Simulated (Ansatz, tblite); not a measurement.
**The cluster Ga2O2: removing and adding an electron**

What does removing or adding an electron cost or gain for the cluster Ga2O2? Each charged state is run at several levels.

Method: as each input shows; program: Ansatz 0.2.0, Gaussian basis.

The runs, in order: charge +1 doublet, at the geometry of the singlet (PBE0-D4/def2-TZVP, PBE-D4/def2-TZVP, r2SCAN-D4/def2-TZVP); charge -1 doublet, at the geometry of the singlet (PBE0-D4/def2-TZVPD, PBE-D4/def2-TZVPD, r2SCAN-D4/def2-TZVPD); the starting singlet's energies come from earlier runs.

## Step 1: The geometry

The geometry is that of the singlet, from an earlier relaxation (PBE-D4/def2-SVP). At that level it is the lowest of the isomers that a small search found.

4 atoms, charge 0, spin multiplicity 1.

Atoms are counted from 1 here; the program's logs count them from 0.

Bond lengths: Ga1–O3 1.753 Å, Ga1–O4 1.666 Å, Ga2–O3 1.835 Å. Angles: O3–Ga1–O4 180.0°, Ga1–O3–Ga2 179.8°.

## Step 2: Charge +1 doublet at the fixed geometry, first pass, PBE0-D4/def2-SVP

Contents of in.yaml:

```yaml
crystal:
  periodic: [false, false, false]
  atoms:
    - {symbol: Ga, position_ang: [0.663995, 0.635404, 0.004692]}
    - {symbol: Ga, position_ang: [-1.928715, -1.845612, -0.013550]}
    - {symbol: O, position_ang: [-0.601920, -0.577873, -0.006532]}
    - {symbol: O, position_ang: [1.866640, 1.788091, 0.015400]}
basis:
  gaussian: {orbitals: def2-SVP}
total_charge: 1
magnetization: {spin_polarized: true, initial_magnetization: 1}
hamiltonian: {xc: pbe0, dispersion: d4}
output: {orbitals: {seedname: orbitals}}
```

Started as:

```bash
$ ansatz run in.yaml --threads 4 --pin off --events-out ev --progress --plain --max-ram 3916MiB
```

The program printed:

```text
Functional definition: PBE0
  name "PBE0"
  cite "Adamo & Barone, J. Chem. Phys. 110, 6158 (1999) doi:10.1063/1.478522"
  cite "Perdew, Burke & Ernzerhof, Phys. Rev. Lett. 77, 3865 (1996) doi:10.1103/PhysRevLett.77.3865"
  parent pbe
  parameter a = 0.25
  parameter kappa = 0.804
  parameter beta = 0.06672455060314922
  exchange = (1 - a)*pbe_x(kappa = kappa, mu = beta*pi^2/3) + a*exact_x
  correlation = pbe_c(beta = beta)
890 factors; integrals over basis functions are off by at most 1.1e-3 eV
mean field evaluation 1: about -108770.8904 eV, gradient 9.1e1 eV
mean field evaluation 2: about -108438.7080 eV, gradient 1.8e2 eV
mean field evaluation 4: about -108795.8352 eV, gradient 5.0e1 eV
mean field evaluation 8: about -108806.8173 eV, gradient 6.9e-1 eV
mean field evaluation 16: about -108806.8442 eV, gradient 3.2e-3 eV
mean field evaluation 32: about -108806.8442 eV, gradient 4.9e-5 eV
mean field evaluation 64: about -108805.5976 eV, gradient 4.9e0 eV
mean field evaluation 96: about -108806.8442 eV, gradient 5.6e-4 eV
mean field evaluation 128: about -108806.8442 eV, gradient 4.3e-6 eV
mean field -108806.84419420 eV, -3998.5777722088 hartree, gradient 6.5e-6 eV, S^2 0.754792; 5 other end points of the search recorded, 0 dependent functions left out
reference -108806.84422317 eV, -3998.5777732735 hartree; 39, 38 occupied and 53, 54 virtual orbitals, 890 factors
Total energy: -108806.93048160 eV, -3998.5809432126 hartree
```

Wall time 39 s (4 threads of Arm Neoverse V2, shared host).

Report: HOMO -12.39 eV, LUMO -11.14 eV (over both spins); ⟨S²⟩ 0.755 (pure: 0.75).

## Step 3: Charge +1 doublet at the fixed geometry, PBE0-D4/def2-TZVP

start.molden holds the orbitals of an earlier run on this state, given as this run's starting guess.

in.yaml: that of step 2 with these lines changed.

```diff
@@ -8,3 +8,3 @@
 basis:
-  gaussian: {orbitals: def2-SVP}
+  gaussian: {orbitals: def2-TZVP, initial_orbitals: start.molden}
 total_charge: 1
@@ -12,2 +12,3 @@
 hamiltonian: {xc: pbe0, dispersion: d4}
+scf: {omitted_lower_state_checks: [starts]}
 output: {orbitals: {seedname: orbitals}}
```

The command is unchanged.

The program printed:

```text
Functional definition: PBE0
  name "PBE0"
  cite "Adamo & Barone, J. Chem. Phys. 110, 6158 (1999) doi:10.1063/1.478522"
  cite "Perdew, Burke & Ernzerhof, Phys. Rev. Lett. 77, 3865 (1996) doi:10.1103/PhysRevLett.77.3865"
  parent pbe
  parameter a = 0.25
  parameter kappa = 0.804
  parameter beta = 0.06672455060314922
  exchange = (1 - a)*pbe_x(kappa = kappa, mu = beta*pi^2/3) + a*exact_x
  correlation = pbe_c(beta = beta)
these checks for a lower state are left out or cut short: starts
1128 factors; their error is unknown
mean field evaluation 1: about -108822.0147 eV, gradient 1.3e2 eV
mean field evaluation 2: about -108824.9896 eV, gradient 3.7e0 eV
mean field evaluation 4: about -108825.4377 eV, gradient 1.4e-1 eV
mean field evaluation 8: about -108825.4378 eV, gradient 1.7e-5 eV
mean field -108825.43776074 eV, -3999.2610731761 hartree, gradient 9.7e-6 eV, S^2 0.754943; 0 other end points of the search recorded, 0 dependent functions left out
reference -108825.43778901 eV, -3999.2610742150 hartree; 39, 38 occupied and 119, 120 virtual orbitals, 1128 factors
Total energy: -108825.52404745 eV, -3999.2642441541 hartree
Checks for a lower state left out: starts
```

It took 16 s on 4 threads of Arm Neoverse V2, shared host; peak memory 0.87 GiB.

From the report: HOMO -12.40 eV, LUMO -11.04 eV (over both spins); ⟨S²⟩ 0.755 (pure: 0.75).

## Step 4: Charge +1 doublet at the fixed geometry, PBE-D4/def2-TZVP

in.yaml: that of step 3 with these lines changed.

```diff
@@ -11,3 +11,3 @@
 magnetization: {spin_polarized: true, initial_magnetization: 1}
-hamiltonian: {xc: pbe0, dispersion: d4}
+hamiltonian: {xc: pbe, dispersion: d4}
 scf: {omitted_lower_state_checks: [starts]}
```

The command is unchanged.

The program printed:

```text
Functional definition: PBE
  name "PBE"
  cite "Perdew, Burke & Ernzerhof, Phys. Rev. Lett. 77, 3865 (1996) doi:10.1103/PhysRevLett.77.3865"
  parent pbe
  parameter kappa = 0.804
  parameter beta = 0.06672455060314922
  exchange = pbe_x(kappa = kappa, mu = beta*pi^2/3)
  correlation = pbe_c(beta = beta)
these checks for a lower state are left out or cut short: starts
1038 factors; their error is unknown
mean field evaluation 1: about -108823.5933 eV, gradient 9.1e0 eV
mean field evaluation 2: about -108823.8404 eV, gradient 9.1e-1 eV
mean field evaluation 4: about -108823.8828 eV, gradient 1.0e0 eV
mean field evaluation 8: about -108823.9758 eV, gradient 1.2e-2 eV
mean field evaluation 16: about -108823.9758 eV, gradient 1.3e-2 eV
mean field evaluation 32: about -108823.9758 eV, gradient 1.4e-5 eV
mean field -108823.97580834 eV, -3999.2073474164 hartree, gradient 1.4e-6 eV, S^2 0.757043; 0 other end points of the search recorded, 0 dependent functions left out
reference -108823.97584694 eV, -3999.2073488348 hartree; 39, 38 occupied and 119, 120 virtual orbitals, 1038 factors
Total energy: -108824.07696012 eV, -3999.2110646759 hartree
Checks for a lower state left out: starts
```

It took 18 s on 4 threads of Arm Neoverse V2, shared host.

From the report: HOMO -12.22 eV, LUMO -12.15 eV (over both spins); ⟨S²⟩ 0.757 (pure: 0.75).

## Step 5: Charge +1 doublet at the fixed geometry, r2SCAN-D4/def2-TZVP

in.yaml: that of step 4 with these lines changed.

```diff
@@ -11,3 +11,3 @@
 magnetization: {spin_polarized: true, initial_magnetization: 1}
-hamiltonian: {xc: pbe, dispersion: d4}
+hamiltonian: {xc: r2scan, dispersion: d4}
 scf: {omitted_lower_state_checks: [starts]}
```

Launched as before.

The program printed:

```text
Functional definition: r2SCAN
  name "r2SCAN"
  cite "Furness, Kaplan, Ning, Perdew & Sun, J. Phys. Chem. Lett. 11, 8208 (2020) doi:10.1021/acs.jpclett.0c02405"
  cite "Furness, Kaplan, Ning, Perdew & Sun, J. Phys. Chem. Lett. 11, 9248 (2020) doi:10.1021/acs.jpclett.0c03077"
  parent r2scan
  parameter k0 = 0.174
  parameter k1 = 0.065
  parameter a1 = 4.9479
  exchange = r2scan_x(k0 = k0, k1 = k1, a1 = a1)
  correlation = r2scan_c
these checks for a lower state are left out or cut short: starts
1038 factors; their error is unknown
mean field evaluation 1: about -108841.0079 eV, gradient 5.8e0 eV
mean field evaluation 2: about -108841.0832 eV, gradient 2.1e-1 eV
mean field evaluation 4: about -108841.0935 eV, gradient 9.9e-1 eV
mean field evaluation 8: about -108841.0908 eV, gradient 3.6e-3 eV
mean field evaluation 16: about -108841.0908 eV, gradient 3.4e-4 eV
mean field -108841.09082854 eV, -3999.8363128078 hartree, gradient 8.4e-6 eV, S^2 0.762724; 0 other end points of the search recorded, 0 dependent functions left out
reference -108841.09084403 eV, -3999.8363133770 hartree; 39, 38 occupied and 119, 120 virtual orbitals, 1038 factors
Total energy: -108841.11174236 eV, -3999.8370813763 hartree
Checks for a lower state left out: starts
```

Run time: 20 s. Hardware: 4 threads of Arm Neoverse V2, shared host.

From the report: HOMO -12.10 eV, LUMO -11.91 eV (over both spins); ⟨S²⟩ 0.763 (pure: 0.75).

## Step 6: Vertical ionisation energy

Charged state less starting state, singlet to doublet; the starting state's energies are those of its earlier runs.

```
              level  vertical ionisation energy (eV)  time
   PBE-D4/def2-TZVP                            +9.23  19 s
r2SCAN-D4/def2-TZVP                            +9.22  22 s
  PBE0-D4/def2-TZVP                            +9.15  18 s
```

Times add the two runs; a level without a time comes out of a correlated run.

Beside −ε(HOMO) of the starting state:

| level | −ε(HOMO) (eV) | by difference (eV) | mismatch (eV) |
| --- | --- | --- | --- |
| PBE-D4/def2-TZVP | 5.95 | 9.23 | -3.28 |
| r2SCAN-D4/def2-TZVP | 6.24 | 9.22 | -2.98 |
| PBE0-D4/def2-TZVP | 7.32 | 9.15 | -1.84 |

## Step 7: Charge -1 doublet at the fixed geometry, first pass, PBE0-D4/def2-SVP

in.yaml: that of step 5 with these lines changed.

```diff
@@ -8,7 +8,6 @@
 basis:
-  gaussian: {orbitals: def2-TZVP, initial_orbitals: start.molden}
-total_charge: 1
+  gaussian: {orbitals: def2-SVP}
+total_charge: -1
 magnetization: {spin_polarized: true, initial_magnetization: 1}
-hamiltonian: {xc: r2scan, dispersion: d4}
-scf: {omitted_lower_state_checks: [starts]}
+hamiltonian: {xc: pbe0, dispersion: d4}
 output: {orbitals: {seedname: orbitals}}
```

Launched as before.

The program printed:

```text
Functional definition: PBE0
  name "PBE0"
  cite "Adamo & Barone, J. Chem. Phys. 110, 6158 (1999) doi:10.1063/1.478522"
  cite "Perdew, Burke & Ernzerhof, Phys. Rev. Lett. 77, 3865 (1996) doi:10.1103/PhysRevLett.77.3865"
  parent pbe
  parameter a = 0.25
  parameter kappa = 0.804
  parameter beta = 0.06672455060314922
  exchange = (1 - a)*pbe_x(kappa = kappa, mu = beta*pi^2/3) + a*exact_x
  correlation = pbe_c(beta = beta)
890 factors; integrals over basis functions are off by at most 1.1e-3 eV
mean field evaluation 1: about -108812.0632 eV, gradient 3.1e1 eV
mean field evaluation 2: about -108649.2464 eV, gradient 1.3e2 eV
mean field evaluation 4: about -108814.9753 eV, gradient 1.5e1 eV
mean field evaluation 8: about -108815.8893 eV, gradient 5.8e-1 eV
mean field evaluation 16: about -108815.9198 eV, gradient 2.9e-2 eV
mean field evaluation 32: about -108815.9993 eV, gradient 1.8e-4 eV
mean field evaluation 64: about -108815.9984 eV, gradient 5.4e-3 eV
mean field evaluation 96: about -108815.9989 eV, gradient 1.4e-3 eV
mean field evaluation 128: about -108815.9991 eV, gradient 2.3e-2 eV
mean field evaluation 160: about -108815.8912 eV, gradient 2.5e-1 eV
mean field -108815.99926199 eV, -3998.9142147448 hartree, gradient 4.8e-6 eV, S^2 0.758028; 9 other end points of the search recorded, 0 dependent functions left out
reference -108815.99928839 eV, -3998.9142157149 hartree; 40, 39 occupied and 52, 53 virtual orbitals, 890 factors
Total energy: -108816.10046246 eV, -3998.9179337935 hartree
```

Run time: 38 s. Hardware: 4 threads of Arm Neoverse V2, shared host.

Report: HOMO 1.59 eV, LUMO 2.72 eV (over both spins); ⟨S²⟩ 0.758 (pure: 0.75). Doubts: highest occupied level lies above zero.

## Step 8: Charge -1 doublet at the fixed geometry, PBE0-D4/def2-TZVPD

in.yaml: that of step 7 with these lines changed.

```diff
@@ -8,3 +8,3 @@
 basis:
-  gaussian: {orbitals: def2-SVP}
+  gaussian: {orbitals: def2-TZVPD, initial_orbitals: start.molden}
 total_charge: -1
@@ -12,2 +12,3 @@
 hamiltonian: {xc: pbe0, dispersion: d4}
+scf: {omitted_lower_state_checks: [starts]}
 output: {orbitals: {seedname: orbitals}}
```

The command is unchanged.

The program printed:

```text
Functional definition: PBE0
  name "PBE0"
  cite "Adamo & Barone, J. Chem. Phys. 110, 6158 (1999) doi:10.1063/1.478522"
  cite "Perdew, Burke & Ernzerhof, Phys. Rev. Lett. 77, 3865 (1996) doi:10.1103/PhysRevLett.77.3865"
  parent pbe
  parameter a = 0.25
  parameter kappa = 0.804
  parameter beta = 0.06672455060314922
  exchange = (1 - a)*pbe_x(kappa = kappa, mu = beta*pi^2/3) + a*exact_x
  correlation = pbe_c(beta = beta)
these checks for a lower state are left out or cut short: starts
1216 factors; their error is unknown
mean field evaluation 1: about -108831.0225 eV, gradient 1.3e2 eV
mean field evaluation 2: about -108834.3091 eV, gradient 4.7e0 eV
mean field evaluation 4: about -108834.6943 eV, gradient 1.9e-1 eV
mean field evaluation 8: about -108835.0453 eV, gradient 1.1e-2 eV
mean field evaluation 16: about -108835.0453 eV, gradient 3.2e-6 eV
mean field -108835.04528708 eV, -3999.6141432569 hartree, gradient 3.2e-6 eV, S^2 0.755966; 0 other end points of the search recorded, 0 dependent functions left out
reference -108835.04532011 eV, -3999.6141444709 hartree; 40, 39 occupied and 148, 149 virtual orbitals, 1216 factors
Total energy: -108835.14649419 eV, -3999.6178625496 hartree
Checks for a lower state left out: starts
```

It took 14 s on 4 threads of Arm Neoverse V2, shared host; peak memory 1.1 GiB.

Report: HOMO 1.01 eV, LUMO 2.09 eV (over both spins); ⟨S²⟩ 0.756 (pure: 0.75). Doubts: highest occupied level lies above zero.

## Step 9: Charge -1 doublet at the fixed geometry, PBE-D4/def2-TZVPD

in.yaml: that of step 8 with these lines changed.

```diff
@@ -11,3 +11,3 @@
 magnetization: {spin_polarized: true, initial_magnetization: 1}
-hamiltonian: {xc: pbe0, dispersion: d4}
+hamiltonian: {xc: pbe, dispersion: d4}
 scf: {omitted_lower_state_checks: [starts]}
```

The command is unchanged.

The program printed:

```text
Functional definition: PBE
  name "PBE"
  cite "Perdew, Burke & Ernzerhof, Phys. Rev. Lett. 77, 3865 (1996) doi:10.1103/PhysRevLett.77.3865"
  parent pbe
  parameter kappa = 0.804
  parameter beta = 0.06672455060314922
  exchange = pbe_x(kappa = kappa, mu = beta*pi^2/3)
  correlation = pbe_c(beta = beta)
these checks for a lower state are left out or cut short: starts
1120 factors; their error is unknown
mean field evaluation 1: about -108833.6359 eV, gradient 9.2e0 eV
mean field evaluation 2: about -108833.8316 eV, gradient 2.4e-1 eV
mean field evaluation 4: about -108833.7958 eV, gradient 8.7e-2 eV
mean field evaluation 8: about -108833.7958 eV, gradient 1.6e-5 eV
mean field evaluation 16: about -108833.7958 eV, gradient 5.1e-6 eV
mean field -108833.79582396 eV, -3999.5682263343 hartree, gradient 5.1e-6 eV, S^2 0.752428; 0 other end points of the search recorded, 0 dependent functions left out
reference -108833.79586805 eV, -3999.5682279545 hartree; 40, 39 occupied and 148, 149 virtual orbitals, 1120 factors
Total energy: -108833.91442215 eV, -3999.5725847372 hartree
Checks for a lower state left out: starts
```

It took 6.5 s on 4 threads of Arm Neoverse V2, shared host.

HOMO 1.48 eV, LUMO 1.59 eV (over both spins); ⟨S²⟩ 0.752 (pure: 0.75). Doubts: highest occupied level lies above zero.

## Step 10: Charge -1 doublet at the fixed geometry, r2SCAN-D4/def2-TZVPD

in.yaml: that of step 9 with these lines changed.

```diff
@@ -11,3 +11,3 @@
 magnetization: {spin_polarized: true, initial_magnetization: 1}
-hamiltonian: {xc: pbe, dispersion: d4}
+hamiltonian: {xc: r2scan, dispersion: d4}
 scf: {omitted_lower_state_checks: [starts]}
```

Launched as before.

The program printed:

```text
Functional definition: r2SCAN
  name "r2SCAN"
  cite "Furness, Kaplan, Ning, Perdew & Sun, J. Phys. Chem. Lett. 11, 8208 (2020) doi:10.1021/acs.jpclett.0c02405"
  cite "Furness, Kaplan, Ning, Perdew & Sun, J. Phys. Chem. Lett. 11, 9248 (2020) doi:10.1021/acs.jpclett.0c03077"
  parent r2scan
  parameter k0 = 0.174
  parameter k1 = 0.065
  parameter a1 = 4.9479
  exchange = r2scan_x(k0 = k0, k1 = k1, a1 = a1)
  correlation = r2scan_c
these checks for a lower state are left out or cut short: starts
1120 factors; their error is unknown
mean field evaluation 1: about -108850.8413 eV, gradient 5.7e0 eV
mean field evaluation 2: about -108850.9192 eV, gradient 1.7e-1 eV
mean field evaluation 4: about -108850.8794 eV, gradient 1.4e-1 eV
mean field evaluation 8: about -108850.8798 eV, gradient 4.0e-5 eV
mean field evaluation 16: about -108850.8798 eV, gradient 1.7e-5 eV
mean field -108850.87976364 eV, -4000.1960495377 hartree, gradient 6.5e-6 eV, S^2 0.758444; 0 other end points of the search recorded, 0 dependent functions left out
reference -108850.87979166 eV, -4000.1960505673 hartree; 40, 39 occupied and 148, 149 virtual orbitals, 1120 factors
Total energy: -108850.90470601 eV, -4000.1969661528 hartree
Checks for a lower state left out: starts
```

It took 20 s on 4 threads of Arm Neoverse V2, shared host.

Report: HOMO 1.36 eV, LUMO 1.62 eV (over both spins); ⟨S²⟩ 0.758 (pure: 0.75). Doubts: highest occupied level lies above zero.

## Step 11: Vertical electron affinity

Starting state less charged state (positive: the electron is bound), singlet to doublet; the starting state's energies are those of its earlier runs.

```csv
level,vertical electron affinity (eV),time
PBE-D4/def2-TZVPD,+0.52,8.3 s
r2SCAN-D4/def2-TZVPD,+0.50,23 s
PBE0-D4/def2-TZVPD,+0.39,16 s
```

Times add the two runs; a level without a time comes out of a correlated run.

Beside −ε(LUMO) of the starting state:

| level | −ε(LUMO) (eV) | by difference (eV) | mismatch (eV) |
| --- | --- | --- | --- |
| PBE-D4/def2-TZVPD | 2.74 | 0.52 | +2.21 |
| r2SCAN-D4/def2-TZVPD | 2.52 | 0.50 | +2.02 |
| PBE0-D4/def2-TZVPD | 1.87 | 0.39 | +1.48 |

## Step 12: Outcome

| quantity | value |
| --- | --- |
| vertical ionisation energy, functionals in def2-TZVP | 9.15 (PBE0-D4) to 9.23 eV (PBE-D4) |
| vertical electron affinity, functionals in def2-TZVPD | 0.39 (PBE0-D4) to 0.52 eV (PBE-D4) |

**Reading.** The vertical ionisation energy spans 9.15 to 9.23 eV over the functionals. −ε(HOMO) misses the level's own difference by -1.84 eV at best (PBE0-D4) and -3.28 eV at worst (PBE-D4). The vertical electron affinity spans 0.39 to 0.52 eV over the functionals. The anion's highest level lies above zero where self-interaction lifts it, so diffuse functions weigh on these values. −ε(LUMO) misses the level's own difference by +1.48 eV at best (PBE0-D4) and +2.21 eV at worst (PBE-D4).

The anion's highest level is positive in at least one run, so there the basis alone may hold the extra electron.
